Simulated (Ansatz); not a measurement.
# SiH₅O radical (built from SMILES O[SiH3].[H]): single points off equilibrium

The atoms stand at a displaced guess of a reacting structure. How far do the functionals agree with CCSD(T) there?

Method: single points in def2-TZVPP; program: Ansatz 0.2.0, Gaussian basis.

Correlated methods freeze the cores. Orbitals are unrestricted.

## (1) The system as given

7 atoms, charge 0, spin multiplicity 2.

Atoms are counted from 1 here; the program's logs count them from 0.

Bond lengths: Si2–O3 1.974 Å, Si2–H5 1.438 Å, Si2–H6 1.463 Å, O3–H7 0.884 Å. Angles: O3–Si2–H5 100.5°, O3–Si2–H6 104.6°, H5–Si2–H6 122.7°, Si2–O3–H7 114.6°.

As a file:

```xyz
7
H5OSi
H    -0.7626   -0.9509    0.7720
Si    0.3333    0.4729    0.3796
O     0.0423   -0.1101   -1.4835
H    -1.6131   -1.4069    0.9763
H    -0.0442    1.8571    0.2827
H     1.6978    0.0453    0.6910
H     0.4206    0.4059   -2.0933
```

## (2) CCSD(T)/def2-TZVPP

File run/in.yaml:

```yaml
crystal:
  periodic: [false, false, false]
  atoms:
    - {symbol: H, position_ang: [-0.762600, -0.950900, 0.772000]}
    - {symbol: Si, position_ang: [0.333300, 0.472900, 0.379600]}
    - {symbol: O, position_ang: [0.042300, -0.110100, -1.483500]}
    - {symbol: H, position_ang: [-1.613100, -1.406900, 0.976300]}
    - {symbol: H, position_ang: [-0.044200, 1.857100, 0.282700]}
    - {symbol: H, position_ang: [1.697800, 0.045300, 0.691000]}
    - {symbol: H, position_ang: [0.420600, 0.405900, -2.093300]}
basis:
  gaussian: {orbitals: def2-TZVPP}
magnetization: {spin_polarized: true, initial_magnetization: 1}
correlation: {method: ccsd_t}
scf: {omitted_lower_state_checks: [cluster_reference]}
output: {forces: true}
```

The command line of these runs was not kept.

## (3) PBE0-D4/def2-TZVPP

Changes to run/in.yaml since step 2:

```diff
@@ -13,4 +13,3 @@
 magnetization: {spin_polarized: true, initial_magnetization: 1}
-correlation: {method: ccsd_t}
-scf: {omitted_lower_state_checks: [cluster_reference]}
-output: {forces: true}
+hamiltonian: {xc: pbe0, dispersion: d4}
+output: {forces: true, orbitals: {seedname: orbitals}}
```

## (4) wB97M-V/def2-TZVPP

Changes to run/in.yaml since step 3:

```diff
@@ -13,3 +13,3 @@
 magnetization: {spin_polarized: true, initial_magnetization: 1}
-hamiltonian: {xc: pbe0, dispersion: d4}
-output: {forces: true, orbitals: {seedname: orbitals}}
+hamiltonian: {xc: {name: wB97M-V}}
+output: {forces: true}
```

## (5) r2SCAN-D4/def2-TZVPP

Changes to run/in.yaml since step 4:

```diff
@@ -13,3 +13,3 @@
 magnetization: {spin_polarized: true, initial_magnetization: 1}
-hamiltonian: {xc: {name: wB97M-V}}
+hamiltonian: {xc: r2scan, dispersion: d4}
 output: {forces: true}
```

## (6) PBE-D4/def2-TZVPP

Changes to run/in.yaml since step 5:

```diff
@@ -13,3 +13,3 @@
 magnetization: {spin_polarized: true, initial_magnetization: 1}
-hamiltonian: {xc: r2scan, dispersion: d4}
+hamiltonian: {xc: pbe, dispersion: d4}
 output: {forces: true}
```

## (7) SPW92/def2-TZVPP

Changes to run/in.yaml since step 6:

```diff
@@ -13,3 +13,3 @@
 magnetization: {spin_polarized: true, initial_magnetization: 1}
-hamiltonian: {xc: pbe, dispersion: d4}
+hamiltonian: {xc: lda}
 output: {forces: true}
```

## (8) wB97X-V/def2-TZVPP

Changes to run/in.yaml since step 7:

```diff
@@ -13,3 +13,3 @@
 magnetization: {spin_polarized: true, initial_magnetization: 1}
-hamiltonian: {xc: lda}
+hamiltonian: {xc: {name: wB97X-V}}
 output: {forces: true}
```

(Steps that only read results are left out.)

What does the calculation give? Wanted: energy less free atoms, CCSD(T)/def2-TZVPP; RMS force component; RMS force error; HOMO and LUMO, PBE0-D4; T1 diagnostic.

As calculated:

```
                                  quantity                                                                                         value
energy less free atoms, CCSD(T)/def2-TZVPP                                                                                -1733.5 kJ/mol
                       RMS force component                                                          2.449 to 2.587 eV/Å over the methods
                           RMS force error  PBE0-D4 0.081, wB97M-V 0.062, r2SCAN-D4 0.098, PBE-D4 0.230, SPW92 0.300, wB97X-V 0.071 eV/Å
                    HOMO and LUMO, PBE0-D4                                                                            -6.24 and -2.71 eV
                             T1 diagnostic                                                                                         0.019
```

In words: Against CCSD(T) the functionals' energies less atoms differ by -313.8 to -21.7 kJ/mol, PBE-D4 by -69.8 kJ/mol. The reference is not at the basis limit: in triple zeta CCSD(T) underbinds, which counts against methods that bind more; the gaps are no ranking. The forces of wB97M-V come nearest to CCSD(T), those of SPW92 are farthest. Frozen-core CCSD(T) forces in triple zeta carry basis errors of their own, and this is one geometry, so small gaps rank nothing.
